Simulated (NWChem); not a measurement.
System: C$_{4}$H$_{9}$, doublet; SMILES C[C](C)C

Output (shortened):

```
             Northwest Computational Chemistry Package (NWChem) 7.3.0
             --------------------------------------------------------

 C1  symmetry detected

                             Geometry "geometry" -> ""
                             -------------------------

 Output coordinates in angstroms (scale by  1.889725989 to convert to a.u.)

  No.       Tag          Charge          X              Y              Z
 ---- ---------------- ---------- -------------- -------------- --------------
    1 C                    6.0000     1.42862143     0.38423797     0.01163617
    2 C                    6.0000    -0.00040253    -0.00013077    -0.11545421
    3 C                    6.0000    -1.04717094     1.04518992     0.01182196
    4 C                    6.0000    -0.38158036    -1.42973915     0.01197014
    5 H                    1.0000     1.73347378     0.46927258     1.06383542
    6 H                    1.0000     1.61553996     1.35203377    -0.45228236
    7 H                    1.0000     2.07588068    -0.35966097    -0.45213207
    8 H                    1.0000    -1.26893092     1.27081094     1.06406040
    9 H                    1.0000    -1.97912528     0.72287771    -0.45190299
   10 H                    1.0000    -0.72692478     1.97739216    -0.45210620
   11 H                    1.0000    -0.46031139    -1.73603479     1.06424122
   12 H                    1.0000    -1.34948109    -1.61842308    -0.45171452
   13 H                    1.0000     0.36307339    -2.07561609    -0.45184326

 Effective nuclear repulsion energy (a.u.)     125.9816221503

                                Z-matrix (autoz)
                                --------

 Units are Angstrom for bonds and degrees for angles

      Type          Name      I     J     K     L     M      Value
      ----------- --------  ----- ----- ----- ----- ----- ----------
    1 Stretch                  1     2                       1.48526
    2 Stretch                  1     5                       1.09877
    3 Stretch                  1     6                       1.08940
    4 Stretch                  1     7                       1.08968
    5 Stretch                  2     3                       1.48480
    6 Stretch                  2     4                       1.48503
    7 Stretch                  3     8                       1.09877
    8 Stretch                  3     9                       1.08971
    9 Stretch                  3    10                       1.08940
   10 Stretch                  4    11                       1.09877
   11 Stretch                  4    12                       1.08970
   12 Stretch                  4    13                       1.08940
   13 Bend                     1     2     3               119.25988
   14 Bend                     1     2     4               119.25845
   15 Bend                     2     1     5               111.64862
   16 Bend                     2     1     6               111.01093
   17 Bend                     2     1     7               111.00269
   18 Bend                     2     3     8               111.65017
   19 Bend                     2     3     9               110.99098
   20 Bend                     2     3    10               111.01926
   21 Bend                     2     4    11               111.64943
   22 Bend                     2     4    12               110.98785
   23 Bend                     2     4    13               111.02431
   24 Bend                     3     2     4               119.30311
   25 Bend                     5     1     6               106.94438
   26 Bend                     5     1     7               107.19306
   27 Bend                     6     1     7               108.86351
   28 Bend                     8     3     9               107.19688
   29 Bend                     8     3    10               106.94441
   30 Bend                     9     3    10               108.86169
   31 Bend                    11     4    12               107.19335
   32 Bend                    11     4    13               106.94434
   33 Bend                    12     4    13               108.86402
   34 Torsion                  1     2     3     8         -81.40192
   35 Torsion                  1     2     3     9         159.05968
   36 Torsion                  1     2     3    10          37.83624
   37 Torsion                  1     2     4    11          81.40554
   38 Torsion                  1     2     4    12        -159.06313
   39 Torsion                  1     2     4    13         -37.83542
   40 Torsion                  3     2     1     5          81.39774
   41 Torsion                  3     2     1     6         -37.83378
   42 Torsion                  3     2     1     7        -159.06185
   43 Torsion                  3     2     4    11         -81.70622
   44 Torsion                  3     2     4    12          37.82511
   45 Torsion                  3     2     4    13         159.05282
   46 Torsion                  4     2     1     5         -81.72138
   47 Torsion                  4     2     1     6         159.04710
   48 Torsion                  4     2     1     7          37.81903
   49 Torsion                  4     2     3     8          81.70959
   50 Torsion                  4     2     3     9         -37.82880
   51 Torsion                  4     2     3    10        -159.05225

                           NWChem Geometry Optimization
                           ----------------------------

 maximum gradient threshold         (gmax) =   0.000450
 rms gradient threshold             (grms) =   0.000300
 maximum cartesian step threshold   (xmax) =   0.001800
 rms cartesian step threshold       (xrms) =   0.001200
 fixed trust radius                (trust) =   0.300000
 source of zmatrix                         =   autoz

          -------------------
          Energy Minimization
          -------------------

 Using diagonal initial Hessian
 Scaling for Hessian diagonals: bonds = 1.00  angles = 0.25  torsions = 0.10

          --------
          Step   0

                                 NWChem DFT Module
                                 -----------------

 Summary of "ao basis" -> "ao basis" (spherical)
 ------------------------------------------------------------------------------
       Tag                 Description            Shells   Functions and Types
 ---------------- ------------------------------  ------  ---------------------
 C                          def2-svp                 6       14   3s2p1d
 H                          def2-svp                 3        5   2s1p

            General Information
            -------------------
          SCF calculation type: DFT
          Wavefunction type:  spin polarized.
          No. of atoms     :    13
          No. of electrons :    33
           Alpha electrons :    17
            Beta electrons :    16
          Charge           :     0
          Spin multiplicity:     2
          Use of symmetry is: off; symmetry adaption is: off
          Maximum number of iterations: 150
          AO basis - number of functions:   101
                     number of shells:    51
          Convergence on energy requested:  1.00D-06
          Convergence on density requested:  1.00D-05
          Convergence on gradient requested:  5.00D-04

              XC Information
              --------------
                         PBE0 Method XC Functional
                     Hartree-Fock (Exact) Exchange  0.250
          PerdewBurkeErnzerhof Exchange Functional  0.750
            Perdew 1991 LDA Correlation Functional  1.000 local
           PerdewBurkeErnz. Correlation Functional  1.000 non-local

             Grid Information
             ----------------
          Grid used for XC integration:  medium
          Radial quadrature: Mura-Knowles
          Angular quadrature: Lebedev.
          Tag              B.-S. Rad. Rad. Pts. Rad. Cut. Ang. Pts.
          ---              ---------- --------- --------- ---------
          C                   0.70       49          10.0       434
          H                   0.35       45          11.0       434
          Grid pruning is: on
          Number of quadrature shells:   601
          Spatial weights used:  Erf1

      Superposition of Atomic Density Guess
      -------------------------------------

 Sum of atomic energies:        -154.99275319

      Non-variational initial energy
      ------------------------------

 Total energy =    -157.903267
 1-e energy   =    -454.850026
 2-e energy   =     170.965137
 HOMO         =      -0.107407
 LUMO         =       0.090675

[...]

      ----------------------
      Optimization converged
      ----------------------

  Step       Energy      Delta E   Gmax     Grms     Xrms     Xmax
  ---- ---------------- -------- -------- -------- -------- --------
@    7    -157.48432202 -2.2D-07  0.00006  0.00001  0.00026  0.00050
                                     ok       ok       ok       ok

                                Z-matrix (autoz)
                                --------

 Units are Angstrom for bonds and degrees for angles

      Type          Name      I     J     K     L     M      Value     Gradient
      ----------- --------  ----- ----- ----- ----- ----- ---------- ----------
    1 Stretch                  1     2                       1.49007    0.00005
    2 Stretch                  1     5                       1.11169    0.00002
    3 Stretch                  1     6                       1.10225    0.00000
    4 Stretch                  1     7                       1.10223    0.00000
    5 Stretch                  2     3                       1.49009    0.00006
    6 Stretch                  2     4                       1.49009    0.00006
    7 Stretch                  3     8                       1.11169    0.00002
    8 Stretch                  3     9                       1.10223    0.00000
    9 Stretch                  3    10                       1.10224    0.00000
   10 Stretch                  4    11                       1.11169    0.00002
   11 Stretch                  4    12                       1.10224    0.00000
   12 Stretch                  4    13                       1.10224    0.00000
   13 Bend                     1     2     3               118.88882    0.00000
   14 Bend                     1     2     4               118.90224    0.00000
   15 Bend                     2     1     5               111.95095   -0.00000
   16 Bend                     2     1     6               111.87128    0.00000
   17 Bend                     2     1     7               111.87274    0.00000
   18 Bend                     2     3     8               111.94560    0.00000
   19 Bend                     2     3     9               111.87591    0.00000
   20 Bend                     2     3    10               111.87300    0.00000
   21 Bend                     2     4    11               111.95436    0.00000
   22 Bend                     2     4    12               111.87340    0.00000
   23 Bend                     2     4    13               111.87107    0.00000
   24 Bend                     3     2     4               118.89571   -0.00000
   25 Bend                     5     1     6               106.31934   -0.00000
   26 Bend                     5     1     7               106.32256   -0.00000
   27 Bend                     6     1     7               108.16718    0.00000
   28 Bend                     8     3     9               106.32138   -0.00001
   29 Bend                     8     3    10               106.32148   -0.00000
   30 Bend                     9     3    10               108.16660    0.00000
   31 Bend                    11     4    12               106.31546   -0.00001
   32 Bend                    11     4    13               106.32364   -0.00000
   33 Bend                    12     4    13               108.16584    0.00000
   34 Torsion                  1     2     3     8         -79.56964   -0.00000
   35 Torsion                  1     2     3     9         161.20373    0.00000
   36 Torsion                  1     2     3    10          39.65513   -0.00000
   37 Torsion                  1     2     4    11          79.60656    0.00000
   38 Torsion                  1     2     4    12        -161.17008   -0.00000
   39 Torsion                  1     2     4    13         -39.62564    0.00000
   40 Torsion                  3     2     1     5          79.53428    0.00000
   41 Torsion                  3     2     1     6         -39.69024    0.00000
   42 Torsion                  3     2     1     7        -161.23609   -0.00000
   43 Torsion                  3     2     4    11         -79.62672   -0.00000
   44 Torsion                  3     2     4    12          39.59664   -0.00001
   45 Torsion                  3     2     4    13         161.14107   -0.00000
   46 Torsion                  4     2     1     5         -79.70045    0.00000
   47 Torsion                  4     2     1     6         161.07503    0.00000
   48 Torsion                  4     2     1     7          39.52919   -0.00000
   49 Torsion                  4     2     3     8          79.66645    0.00000
   50 Torsion                  4     2     3     9         -39.56018    0.00001
   51 Torsion                  4     2     3    10        -161.10878   -0.00000

                         Geometry "geometry" -> "geometry"
                         ---------------------------------

 Output coordinates in angstroms (scale by  1.889725989 to convert to a.u.)

  No.       Tag          Charge          X              Y              Z
 ---- ---------------- ---------- -------------- -------------- --------------
    1 C                    6.0000     1.43100742     0.38522051     0.00500856
    2 C                    6.0000     0.00019274     0.00009255    -0.15230492
    3 C                    6.0000    -1.04857883     1.04677451     0.00548844
    4 C                    6.0000    -0.38181697    -1.43152917     0.00546367
    5 H                    1.0000     1.72453615     0.46579293     1.07421103
    6 H                    1.0000     1.64449957     1.36640655    -0.44956831
    7 H                    1.0000     2.10829674    -0.35764039    -0.44703116
    8 H                    1.0000    -1.26295619     1.26223231     1.07481988
    9 H                    1.0000    -2.00593032     0.74035340    -0.44672239
   10 H                    1.0000    -0.74487054     2.00413983    -0.44855185
   11 H                    1.0000    -0.45987444    -1.72546226     1.07474753
   12 H                    1.0000    -1.36340623    -1.64692153    -0.44732883
   13 H                    1.0000     0.36156287    -2.10724903    -0.44810194

 Effective nuclear repulsion energy (a.u.)     125.2012756281

                Final and change from initial internal coordinates
                --------------------------------------------------

                                Z-matrix (autoz)
                                --------

 Units are Angstrom for bonds and degrees for angles

[...]
```

Level: PBE0/def2-SVP, spin-unrestricted. Not confirmed as a minimum by frequencies.

Task: Reconstruct the input file.

Result: This is not unique; one that fits is the input that was run:
```
start job
memory heap 200 mb stack 900 mb global 1100 mb
geometry units angstroms
  C     -0.348361     1.422531     0.211120
  C     -0.025118    -0.022982     0.101544
  C      1.388353    -0.461648     0.221087
  C     -1.025603    -0.947674    -0.489462
  H     -0.172598     1.950165    -0.736508
  H      0.273521     1.905884     0.963729
  H     -1.395997     1.569760     0.472259
  H      1.933522    -0.334788    -0.724421
  H      1.448475    -1.516285     0.488652
  H      1.916709     0.123173     0.973159
  H     -0.999236    -0.925290    -1.587685
  H     -0.835129    -1.976067    -0.183579
  H     -2.036448    -0.672743    -0.190473
end
basis spherical
  * library def2-svp
end
dft
  odft
  mult 2
  xc pbe0
  iterations 150
end
driver
  maxiter 120
end
task dft optimize
```
